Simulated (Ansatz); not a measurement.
# Scan of [H···H···SiH3], doublet

Starting geometry:

```xyz
6

H    -2.4285    0.0000    0.0000
H    -1.6835    0.0000    0.0000
Si    0.0895    0.0000    0.0000
H     0.5395   -1.4163    0.0000
H     0.5395    0.7081   -1.2265
H     0.5395    0.7081    1.2265
```

From there H2 is moved from one fragment to the other while all else, the fragments' distance too, stays fixed; atoms are numbered as listed. Energies are in kcal/mol, counted from the starting geometry at the same level. Kohn–Sham curves are unrestricted where that lies lower.

Basis cc-pVTZ; Ansatz 0.2.0. Only valence electrons are correlated (noble-gas cores frozen). Prefix R: restricted or restricted open-shell reference; prefix U: unrestricted.

Full CI isn't at hand for all of this; UCCSDT(Q) serves as the reference, and is uncertain by about the last step of the cluster series.

```
distance H1-H2 (Å)  UCCSDT(Q)   PBE  r2SCAN  B97M-V  PBE0  B3LYP  BHLYP  wB97M-V  B2PLYP  RPA-PBE
             0.745        0.0   0.0     0.0     0.0   0.0    0.0    0.0      0.0     0.0      0.0
             0.793       -0.1  -0.7    -0.5    -0.7  -0.5   -0.4   -0.2     -0.2    -0.3     -0.1
             0.888        1.4   0.4     0.7     0.2   0.7    0.9    1.1      1.4     1.1      1.6
             0.983        3.6   3.2     3.2     2.9   3.2    3.3    3.1      3.8     3.3      4.0
             1.078        6.6   7.5     6.9     7.2   6.9    7.0    6.0      7.1     6.4      7.3
```
